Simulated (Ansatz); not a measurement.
Geometry optimisation, UKS PBE-D4/def2-SVP (Ansatz).

Input:

```yaml
crystal:
  periodic: [false, false, false]
  atoms:
    - { symbol: Al, position_ang: [0.0, -5.0e-06, -0.100437] }
    - { symbol: Cl, position_ang: [0.0, 5.1e-05, 2.098133] }
    - { symbol: H, position_ang: [1.423391, -1.0e-05, -0.79516] }
    - { symbol: H, position_ang: [-1.423391, -1.0e-05, -0.79516] }
    - { symbol: Cl, position_ang: [0.0, -2.5e-05, 5.332625] }
magnetization:
  spin_polarized: true
  initial_magnetization: 1
basis:
  gaussian: { orbitals: def2-SVP }
hamiltonian:
  xc: pbe
  dispersion: d4
relax:
  f_tol: 0.03
  max_steps: 50
```

Command:

```bash
$ ansatz run input.yaml --threads 1 --pin off --max-ram 2048MiB --backend cpu --events-out ev --progress --plain --runs-dir out
```

**Question.** Where does it end, and by what steps?

**Answer.** The forces met the threshold. The force dipped under the threshold on the way, but the program's further checks kept it going. After 23 steps the energy has fallen by 1.336 eV; Cl5 moved furthest, 2.56 Å. Joined: Al1–Cl5 (5.43 → 2.30 Å).

| step | energy less start (eV) | largest force component (eV/Å) | accepted |
| --- | --- | --- | --- |
| 0 | 0.0000 | 0.983 | yes |
| 1 | -0.0358 | 0.321 | yes |
| 2 | -0.0490 | 0.267 | yes |
| 3 | -0.0777 | 0.352 | yes |
| 4 | -0.0839 | 0.074 | yes |
| 5 | -0.0843 | 0.004 | yes |
| 6 | -0.0845 | 0.012 | yes |
| 7 | -0.0853 | 0.021 | yes |
| 8 | -0.0883 | 0.037 | yes |
| 9 | -0.0896 | 0.056 | yes |
| 10 | -0.1082 | 0.107 | yes |
| 11 | -0.1354 | 0.095 | yes |
| 12 | -0.1665 | 0.147 | yes |
| 13 | -0.2058 | 0.086 | yes |
| 14 | -0.2485 | 0.130 | yes |
| 15 | -0.2946 | 0.163 | yes |
| 16 | -0.3521 | 0.226 | yes |
| 17 | -0.4323 | 0.335 | yes |
| 18 | -0.5533 | 0.514 | yes |
| 19 | -0.7204 | 0.730 | yes |
| 20 | -0.9804 | 0.888 | yes |
| 21 | -1.2259 | 0.789 | yes |
| 22 | -1.2967 | 0.904 | yes |
| 23 | -1.3356 | 0.011 | yes |

```xyz
5
Properties=species:S:1:pos:R:3
Al 0.000 -0.151 0.715
Cl 0.000 1.740 2.020
H 1.421 -0.382 0.046
H -1.421 -0.382 0.046
Cl 0.000 -0.825 2.911
```

Whether the end is a true minimum wasn't checked by a vibrational analysis.

The run took 81 s on 1 thread of Arm Neoverse V2, with other jobs on the host, peak memory 0.14 GiB.
